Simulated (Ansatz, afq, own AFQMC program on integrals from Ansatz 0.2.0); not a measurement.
AlN⁺, quartet in aug-cc-pVDZ, levels against CCSDT(Q)

```xyz
2

Al    0.0000    0.0000    0.0000
N     0.0000    0.0000    1.7893
```

Basis aug-cc-pVDZ. Only valence electrons are correlated. Ansatz 0.2.0 and our own AFQMC program on the same integrals; the CISD trial comes from CCSD amplitudes, and released means the phaseless constraint is let go. Free AFQMC starts from the CCSD state and is never constrained. Its projection time is finite, and what remains of the start isn't in its error. Error bars are statistical, one sigma.

Determinant: UHF, the one that the program's search chose, which needn't be the lowest solution. The geometry is a PBE0/def2-TZVP stationary point of this or a neighbouring charge and spin state.

No full CI on the walks' own integrals is used here; CCSDT(Q) serves as the reference and is uncertain by about the last step of the cluster series.

Cautions: higher spins were not checked; unrestricted determinant slightly spin contaminated (⟨S²⟩ 3.80 against 3.75).

* T1 diagnostic: 0.0272
* weight of the determinant in the CISD state: 0.909
* ⟨S²⟩ of the determinant: 3.802
* size of the correlated space: 7 electrons in 44 orbitals

```tsv
level	correlation energy (eV)
MP2	-3.2602
CCSD	-3.9927
CCSD(T)	-4.1150
```

Problem. Estimate where AFQMC with the constraint released lies against CCSD(T) on the same integrals.

Solution. 2.8 ± 1.0 kJ/mol below CCSD(T).

Reference: CCSDT(Q), correlation energy -4.151 eV. The released energy is read at 2.40 1/Eh (meV from the phaseless value at times in 1/Eh: -7 ± 11 at 0.24, -13 ± 11 at 0.51, -1 ± 10 at 0.99, 0 ± 11 at 1.62, 4 ± 11 at 2.40).

```tsv
level	E − E(reference) (kJ/mol)	share of correlation (%)
CCSD(T)	3.4	99.14
CCSDT	0.8	99.80
ph-AFQMC/HF	19.5 ± 3.3	95.13
ph-AFQMC/CISD	0.3 ± 0.7	99.93
released AFQMC	0.7 ± 1.0	99.83
free AFQMC	1.2 ± 1.1	99.69
```

Free projections are given only where their last times agree within the noise and don't stop above the reference; a slow remainder of the start can still hide under it. A walk keeps the symmetry of its determinant, which the program's search chose and which needn't be the lowest solution, so a lower state of the same spin and another symmetry isn't excluded. Released energies are given only where the last usable release times agree within the noise; a slower fall can still hide under it.
